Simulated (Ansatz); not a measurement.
Process, species as SMILES: N#N (N2) + 3 [H][H] (H2) → 2 N (NH3)
B3LYP-D3(BJ)/def2-TZVP geometries, fixed; electronic energies without zero-point terms.

Basis-set convergence of the energy of full hydrogenation at wB97M-V with Ansatz (a quantum-chemistry and plane-wave program). All functions are spherical. The program fits the integrals of some runs and decomposes those of others, by size. The functional holds VV10 correlation; no added dispersion term, no relativity. Functions are those of the species that has most. Reference: the value in pcseg-4, -43.26 kcal/mol, itself unsure by roughly 0.10 kcal/mol (its mean distance from aug-pcseg-3, aug-cc-pVQZ, cc-pV5Z). Deviations are taken from unrounded values.

```json
[
 {"basis": "cc-pVDZ", "functions": "29", "energy of full hydrogenation (kcal/mol)": "-39.33", "minus reference (kcal/mol)": "3.93"},
 {"basis": "aug-cc-pVDZ", "functions": "50", "energy of full hydrogenation (kcal/mol)": "-52.37", "minus reference (kcal/mol)": "-9.11"},
 {"basis": "cc-pVTZ", "functions": "72", "energy of full hydrogenation (kcal/mol)": "-39.83", "minus reference (kcal/mol)": "3.43"},
 {"basis": "jun-cc-pV(T+d)Z", "functions": "81", "energy of full hydrogenation (kcal/mol)": "-43.43", "minus reference (kcal/mol)": "-0.17"},
 {"basis": "aug-cc-pVTZ", "functions": "115", "energy of full hydrogenation (kcal/mol)": "-43.41", "minus reference (kcal/mol)": "-0.16"},
 {"basis": "cc-pVQZ", "functions": "145", "energy of full hydrogenation (kcal/mol)": "-41.71", "minus reference (kcal/mol)": "1.55"},
 {"basis": "aug-cc-pVQZ", "functions": "218", "energy of full hydrogenation (kcal/mol)": "-43.20", "minus reference (kcal/mol)": "0.06"},
 {"basis": "cc-pV5Z", "functions": "256", "energy of full hydrogenation (kcal/mol)": "-43.03", "minus reference (kcal/mol)": "0.23"}
]
```

The smallest set listed that lies within 2 kcal/mol of the reference with all its larger relatives (same family, alike in diffuse functions; a set with none counts only in the reference's own line) is jun-cc-pV(T+d)Z (81 functions, -0.17 kcal/mol off).
